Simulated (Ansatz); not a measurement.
Si2H8O, singlet: a pair in one relaxed arrangement.

Input (in.yaml):

```yaml
crystal:
  periodic: [false, false, false]
  atoms:
    - {symbol: H, position_ang: [-0.799176, 0.655235, -2.349780]}
    - {symbol: H, position_ang: [-1.026937, 0.873137, -3.026750]}
    - {symbol: Si, position_ang: [-1.263424, -0.593269, 0.940128]}
    - {symbol: O, position_ang: [0.049182, -0.080602, 0.109669]}
    - {symbol: Si, position_ang: [1.646051, 0.266735, 0.180608]}
    - {symbol: H, position_ang: [-1.093156, -2.015088, 1.337908]}
    - {symbol: H, position_ang: [-2.447467, -0.459672, 0.058185]}
    - {symbol: H, position_ang: [-1.450750, 0.232469, 2.162047]}
    - {symbol: H, position_ang: [2.046904, 0.857616, -1.118429]}
    - {symbol: H, position_ang: [2.428115, -0.972223, 0.429912]}
    - {symbol: H, position_ang: [1.910659, 1.235663, 1.276503]}
basis:
  gaussian: {orbitals: def2-SVP}
hamiltonian: {xc: lda}
```

Launched with

```bash
ansatz run in.yaml --threads 4 --pin off --events-out ev --progress --plain --max-ram 9574MiB
```

The run's output (Ansatz 0.2.0):

```
Functional definition: SPW92
  name "SPW92"
  cite "Dirac, Proc. Camb. Phil. Soc. 26, 376 (1930) doi:10.1017/S0305004100016108"
  cite "Slater, Phys. Rev. 81, 385 (1951) doi:10.1103/PhysRev.81.385"
  cite "Perdew & Wang, Phys. Rev. B 45, 13244 (1992) doi:10.1103/PhysRevB.45.13244"
  exchange = slater_x
  correlation = pw_c
999 factors; their error is unknown
mean field evaluation 1: about -17840.7473 eV, gradient 5.3e1 eV
mean field evaluation 2: about -17814.0040 eV, gradient 1.3e2 eV
mean field evaluation 4: about -17846.1867 eV, gradient 2.4e0 eV
mean field evaluation 8: about -17846.1380 eV, gradient 2.1e-2 eV
mean field -17846.13804703 eV, -655.8334766815 hartree, gradient 5.5e-5 eV, S^2 0.000000; 0 other end points of the search recorded, 0 dependent functions left out
reference -17846.13808527 eV, -655.8334780867 hartree; 22, 22 occupied and 68, 68 virtual orbitals, 999 factors
Total energy: -17846.13808527 eV, -655.8334780867 hartree
```

The run took about 0.35 s on 4 CPU threads of an Arm Neoverse V1 (shared host).
